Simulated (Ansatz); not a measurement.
One change: `SBCl` becomes `BCl`.

Ansatz, PBE0-D4/def2-TZVP geometries, multiplicity 1. Each molecule was computed in one conformer, which needn't be the lowest.

```
                                      property  `SBCl`
size of the dipole moment (PBE/def2-TZVPP) / D    1.45
             LUMO energy (PBE/def2-TZVPP) / eV   -2.23
       HOMO–LUMO gap (ωB97M-V/def2-TZVPP) / eV   11.20
             HOMO energy (PBE/def2-TZVPP) / eV   -7.13
         HOMO–LUMO gap (B3LYP/def2-TZVPP) / eV    6.58
          HOMO–LUMO gap (PBE0/def2-TZVPP) / eV    7.02
```

Q: Give the same properties after the change, and the shifts. (Estimate.)

A: Ansatz gave: 
| property | `BCl` | shift |
| --- | --- | --- |
| size of the dipole moment (PBE/def2-TZVPP) / D | 0.37 | -1.08 |
| LUMO energy (PBE/def2-TZVPP) / eV | -2.84 | -0.61 |
| HOMO–LUMO gap (ωB97M-V/def2-TZVPP) / eV | 11.13 | -0.07 |
| HOMO energy (PBE/def2-TZVPP) / eV | -7.27 | -0.14 |
| HOMO–LUMO gap (B3LYP/def2-TZVPP) / eV | 6.38 | -0.20 |
| HOMO–LUMO gap (PBE0/def2-TZVPP) / eV | 6.83 | -0.19 |

With PBE0 the HOMO falls by 0.33 eV and the LUMO falls by 0.52 eV, so the gap narrows by about 0.19 eV. PBE moves the HOMO by -0.14 eV and ωB97M-V by -0.46 eV. The zero-point energy changes by -7.0 kJ/mol with -3 modes. Dipoles are sizes alone; their direction can turn.

B3LYP here is the variant with VWN-RPA as its local correlation; programs differ in this.
